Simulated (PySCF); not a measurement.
dimethyl sulfide (C2H6S), SMILES S(C)C.

The structure is a stationary point at TPSSh-D3(BJ)/def2-TZVP.

The numbers are results of TDDFT-M06-2X/def2-SVPD run with PySCF, not measurements.

Vertical excitations. Isolated molecule, no solvent. State labels are in the subgroup C2v.

### Question
Give excitation energies, oscillator strengths and character. (An estimate is asked for; the answer gives what the named calculation found.)

### Answer

```json
[
 {"state": "S1", "symmetry": "A2", "energy (eV)": "5.32", "λ (nm)": "233", "f": "0.000", "main pairs": "HOMO→LUMO 75 %, HOMO→LUMO+6 19 %"},
 {"state": "S2", "symmetry": "B2", "energy (eV)": "5.97", "λ (nm)": "208", "f": "0.021", "main pairs": "HOMO→LUMO+1 72 %, HOMO→LUMO+2 23 %"},
 {"state": "S3", "symmetry": "B2", "energy (eV)": "6.32", "λ (nm)": "196", "f": "0.011", "main pairs": "HOMO→LUMO+2 67 %, HOMO→LUMO+1 26 %"},
 {"state": "S4", "symmetry": "A1", "energy (eV)": "6.93", "λ (nm)": "179", "f": "0.049", "main pairs": "HOMO→LUMO+3 99 %"},
 {"state": "S5", "symmetry": "B2", "energy (eV)": "7.24", "λ (nm)": "171", "f": "0.001", "main pairs": "HOMO→LUMO+4 80 %"},
 {"state": "S6", "symmetry": "A2", "energy (eV)": "7.26", "λ (nm)": "171", "f": "0.000", "main pairs": "HOMO→LUMO+6 43 %, HOMO→LUMO+5 32 %, HOMO→LUMO 23 %"},
 {"state": "S7", "symmetry": "B2", "energy (eV)": "8.06", "λ (nm)": "154", "f": "0.081", "main pairs": "HOMO→LUMO+7 86 %"},
 {"state": "S8", "symmetry": "A2", "energy (eV)": "8.07", "λ (nm)": "154", "f": "0.000", "main pairs": "HOMO→LUMO+5 62 %, HOMO→LUMO+6 35 %"},
 {"state": "S9", "symmetry": "B1", "energy (eV)": "8.31", "λ (nm)": "149", "f": "0.057", "main pairs": "HOMO−1→LUMO 74 %"},
 {"state": "S10", "symmetry": "A1", "energy (eV)": "8.60", "λ (nm)": "144", "f": "0.004", "main pairs": "HOMO−1→LUMO+1 58 %, HOMO−1→LUMO+2 21 %, HOMO→LUMO+8 17 %"},
 {"state": "T1", "symmetry": "A2", "energy (eV)": "5.02", "λ (nm)": "247", "f": "0", "main pairs": "HOMO→LUMO 66 %, HOMO→LUMO+6 25 %"},
 {"state": "T2", "symmetry": "B2", "energy (eV)": "5.86", "λ (nm)": "212", "f": "0", "main pairs": "HOMO→LUMO+2 68 %, HOMO→LUMO+4 15 %, HOMO→LUMO+7 10 %"},
 {"state": "T3", "symmetry": "B2", "energy (eV)": "5.97", "λ (nm)": "208", "f": "0", "main pairs": "HOMO→LUMO+1 91 %"},
 {"state": "T4", "symmetry": "A1", "energy (eV)": "6.94", "λ (nm)": "179", "f": "0", "main pairs": "HOMO→LUMO+3 99 %"}
]
```
Triplets are in the Tamm–Dancoff approximation, which puts them higher than full response would, so one can lie above its singlet here.
